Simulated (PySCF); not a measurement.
Geometry:
| atom | x (Å) | y (Å) | z (Å) |
| --- | --- | --- | --- |
| B1 | 0.890 | 0.066 | -0.029 |
| C2 | -0.653 | -0.092 | -0.093 |
| H3 | 1.607 | -0.880 | 0.216 |
| H4 | 1.406 | 1.156 | -0.149 |
| H5 | -0.955 | 0.083 | 0.964 |
| H6 | -1.018 | -1.098 | -0.347 |
| H7 | -1.178 | 0.673 | -0.684 |

Geometry: PBE0-D3(BJ)/def2-SVP; GIAO shifts from PySCF, gas phase, non-relativistic, averaged over equivalent atoms.

At LC-wPBE/pcSseg-2 (142 basis functions, 11 s wall time on 1 thread of an Arm Neoverse N1, shared host):
| atoms | δ (ppm) |
| --- | --- |
| B1 | 98.3 |
| C2 | 15.6 |
| H3/H4 | 7.90 |
| H5/H6/H7 | 1.34 |

Chemical shifts δ = σref − σ; BF3·OEt2 for 11B (σ = 98.95 ppm); 13C (σ = 188.30 ppm) and 1H (σ = 31.32 ppm) vs TMS, all at this level.

Predict the values at B97-2/pcSseg-2 on the same geometry.

Results:


```json
{"atoms": "B1", "δ at B97-2/pcSseg-2": "86.8", "change": "-11.5"}
{"atoms": "C2", "δ at B97-2/pcSseg-2": "17.3", "change": "+1.7"}
{"atoms": "H3/H4", "δ at B97-2/pcSseg-2": "7.51", "change": "-0.39"}
{"atoms": "H5/H6/H7", "δ at B97-2/pcSseg-2": "1.27", "change": "-0.07"}
```

δ = σ(ref) − σ, references computed at the same level: 11B (σ = 100.12 ppm) vs BF3·OEt2; 13C (σ = 183.46 ppm) and 1H (σ = 31.36 ppm) against TMS.

The largest change is at B1 (boron bonded to C, 2 H). Cost: 142 basis functions, 3.6 s wall time on 1 thread of an Arm Neoverse V1, shared host.

A carbon bonded to boron is broadened by the quadrupolar boron nucleus and is often missing from a measured spectrum.
